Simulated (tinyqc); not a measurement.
LCCD on RHF in the sto-3g basis, frozen core, for HF, spin multiplicity 1, step by step. One step of it, computed by the program tinyqc.

Task: Iteration 1: building the Fock matrix. J_ij = sum D_kl (ij|kl), K_ij = sum D_kl (ik|jl); F = H + J - 0.5 K; E = tr D H + tr D J / 2 - 0.25 tr D K + E_nn.

D at the start:
```
,1F 1s,1F 2s,1F 2px,1F 2py,1F 2pz,2H 1s
1F 1s,2.097332,-0.408833,0.000000,0.000000,0.064805,-0.137464
1F 2s,-0.408833,1.745315,0.000000,0.000000,-0.242656,0.413456
1F 2px,0.000000,0.000000,2.000000,0.000000,0.000000,0.000000
1F 2py,0.000000,0.000000,0.000000,2.000000,0.000000,0.000000
1F 2pz,0.064805,-0.242656,0.000000,0.000000,1.847565,0.214887
2H 1s,-0.137464,0.413456,0.000000,0.000000,0.214887,0.139719
```

core Hamiltonian H = T + V (hartree):
```
,1F 1s,1F 2s,1F 2px,1F 2py,1F 2pz,2H 1s
1F 1s,-40.487570,-9.499753,0.000000,0.000000,-0.009674,-1.157028
1F 2s,-9.499753,-10.965196,0.000000,0.000000,-0.119875,-2.687891
1F 2px,0.000000,0.000000,-8.640501,0.000000,0.000000,0.000000
1F 2py,0.000000,0.000000,0.000000,-8.640501,0.000000,0.000000
1F 2pz,-0.009674,-0.119875,0.000000,0.000000,-8.706700,-1.889360
2H 1s,-1.157028,-2.687891,0.000000,0.000000,-1.889360,-4.557167
```

Two-electron integrals (ij|kl) in chemists' order, unique and non-zero (hartree):
```
i,j,k,l,(ij|kl)
1,1,1,1,5.403501
2,1,1,1,0.841920
2,1,2,1,0.156299
2,2,1,1,1.268028
2,2,2,1,0.292344
2,2,2,2,0.926167
3,1,3,1,0.027998
3,2,3,1,0.043169
3,2,3,2,0.204588
3,3,1,1,1.264502
3,3,2,1,0.292403
3,3,2,2,0.925959
3,3,3,3,0.997514
4,1,4,1,0.027998
4,2,4,1,0.043169
4,2,4,2,0.204588
4,3,4,3,0.053770
4,4,1,1,1.264502
4,4,2,1,0.292403
4,4,2,2,0.925959
4,4,3,3,0.889973
4,4,4,4,0.997514
5,1,5,1,0.027998
5,2,5,1,0.043169
5,2,5,2,0.204588
5,3,5,3,0.053770
5,4,5,4,0.053770
5,5,1,1,1.264502
5,5,2,1,0.292403
5,5,2,2,0.925959
5,5,3,3,0.889973
5,5,4,4,0.889973
5,5,5,5,0.997514
6,1,1,1,0.102933
6,1,2,1,0.018959
6,1,2,2,0.035277
6,1,3,3,0.035223
6,1,4,4,0.035223
6,1,5,1,0.000768
6,1,5,2,0.001448
6,1,5,5,0.035392
6,1,6,1,0.002323
6,2,1,1,0.276116
6,2,2,1,0.064580
6,2,2,2,0.230114
6,2,3,3,0.226664
6,2,4,4,0.226664
6,2,5,1,0.004398
6,2,5,2,0.035168
6,2,5,5,0.236785
6,2,6,1,0.007957
6,2,6,2,0.072003
6,3,3,1,0.006572
6,3,3,2,0.039658
6,3,5,3,0.007291
6,3,6,3,0.010388
6,4,4,1,0.006572
6,4,4,2,0.039658
6,4,5,4,0.007291
6,4,6,4,0.010388
6,5,1,1,0.194364
6,5,2,1,0.046021
6,5,2,2,0.175548
6,5,3,3,0.168184
6,5,4,4,0.168184
6,5,5,1,0.009303
6,5,5,2,0.064926
6,5,5,5,0.190073
6,5,6,1,0.005893
6,5,6,2,0.067472
6,5,6,5,0.073184
6,6,1,1,0.454274
6,6,2,1,0.107969
6,6,2,2,0.444673
6,6,3,3,0.430317
6,6,4,4,0.430317
6,6,5,1,0.008657
6,6,5,2,0.098769
6,6,5,5,0.472935
6,6,6,1,0.013367
6,6,6,2,0.183688
6,6,6,5,0.200489
6,6,6,6,0.774606
```

nuclear repulsion = 4.16310743 hartree

Give: Coulomb J; exchange K; Fock matrix F; total energy of this density.

Result:

Coulomb J (hartree):
```
,1F 1s,1F 2s,1F 2px,1F 2py,1F 2pz,2H 1s
1F 1s,20.599,3.941,0.000,0.000,-0.009,0.478
1F 2s,3.941,9.770,0.000,0.000,-0.023,2.368
1F 2px,0.000,0.000,9.758,0.000,0.000,0.000
1F 2py,0.000,0.000,0.000,9.758,0.000,0.000
1F 2pz,-0.009,-0.023,0.000,0.000,9.766,1.784
2H 1s,0.478,2.368,0.000,0.000,1.784,4.531
```

exchange K (hartree):
```
,1F 1s,1F 2s,1F 2px,1F 2py,1F 2pz,2H 1s
1F 1s,11.069,1.949,0.000,0.000,0.006,0.242
1F 2s,1.949,3.099,0.000,0.000,-0.098,0.890
1F 2px,0.000,0.000,2.618,0.000,0.000,0.000
1F 2py,0.000,0.000,0.000,2.618,0.000,0.000
1F 2pz,0.006,-0.098,0.000,0.000,2.582,0.583
2H 1s,0.242,0.890,0.000,0.000,0.583,0.611
```

Fock matrix F (hartree):
```
,1F 1s,1F 2s,1F 2px,1F 2py,1F 2pz,2H 1s
1F 1s,-25.423,-6.533,0.000,0.000,-0.021,-0.800
1F 2s,-6.533,-2.745,0.000,0.000,-0.094,-0.765
1F 2px,0.000,0.000,-0.191,0.000,0.000,0.000
1F 2py,0.000,0.000,0.000,-0.191,0.000,0.000
1F 2pz,-0.021,-0.094,0.000,0.000,-0.232,-0.397
2H 1s,-0.800,-0.765,0.000,0.000,-0.397,-0.331
```

total energy of this density = -98.22671 hartree
